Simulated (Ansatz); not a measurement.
Born–Oppenheimer molecular dynamics of AlH3O2 (6 atoms, charge 0, multiplicity 1). It starts at the highest image of a converged band. Of that band: Neighbouring images differ by up to 1.2 eV, so the band resolves the path poorly. A vibrational analysis at the climbing image gives one clearly imaginary mode, 1478i cm⁻¹: a first-order saddle point.

Level of theory: Ansatz 0.2.0, RKS B3LYP/def2-mTZVP.

- ensemble: NVE (velocity Verlet)
- time step: 0.5 fs
- steps asked: 200
- starting velocities drawn for: 100 K
- seed: 5548

First frame:

```xyz
6
Properties=species:S:1:pos:R:3
Al -0.193 0.029 0.516
H 1.211 -0.078 1.530
O 1.626 -0.047 0.238
H 2.150 -0.795 -0.112
O -1.081 -0.433 -0.874
H -2.040 -0.474 -0.942
```

Problem. How far do the bonds stretch over the last three quarters of this one trajectory? (Pairs bonded in most of those frames.)

Solution. 
| bond | mean (Å) | spread (Å) | shortest | longest |
| --- | --- | --- | --- | --- |
| Al1–O5 | 1.747 | 0.027 | 1.70 | 1.79 |
| H2–O3 | 0.989 | 0.073 | 0.88 | 1.11 |
| O3–H4 | 0.981 | 0.035 | 0.92 | 1.05 |
| O5–H6 | 0.965 | 0.014 | 0.94 | 0.99 |

Mean temperature of the second half: 1925 K. The conserved energy stayed within 1.2 meV per atom of its start (net change -0.79 meV per atom), so the integration is sound. The kinetic energy rose, since the run started high on the potential surface and went downhill. It ends in pieces (AlHO + H2O), so much of that is their flight and rotation, not heat. A run of 0.1 ps of so small a system gives no equilibrium averages. The orbitals stay closed-shell, which can raise the energy where a bond breaks towards radicals; this wasn't checked here.

The run took 5 min on 1 thread of Arm Neoverse V2, with other jobs on the host, peak memory 0.13 GiB.
